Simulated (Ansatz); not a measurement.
System: zinc-blende MgS (metastable phase). Method: B3LYP (VWN-RPA form) (Ansatz, an electronic-structure program, plane waves, PAW).

Run with plane-wave cutoff 460 eV, 8×8×8 k mesh, Fermi–Dirac smearing 0.01 eV, scalar-relativistic PAW data made under PBE.

Cell (measured lattice):

```
CELL_PARAMETERS angstrom
      0.00000    -2.81100     2.81100
      2.81100    -2.81100     0.00000
      2.81100     0.00000     2.81100
ATOMIC_POSITIONS crystal
  Mg 0.00000 0.00000 0.00000
  S  0.25000 0.25000 0.25000
```

Question: Estimate the band gap and width of the whole s-p valence band that the calculation returns.

Answer: 
- band gap = 5.10 eV (on the SCF k mesh) (direct)
- width of the whole s-p valence band = 12.30 eV

Measured, for comparison: band gap 4.78 ± 0.1 eV (temperature not stated, extrapolated in composition from an alloy gap of 4.19 eV, direct; extrapolated from a Zn0.2Mg0.8S0.645Se0.355 epilayer; as tabulated in Lucero et al. (2012), arXiv:1111.4515).

Note: cell and atoms aren't relaxed at this level (pressure 2.6 GPa).
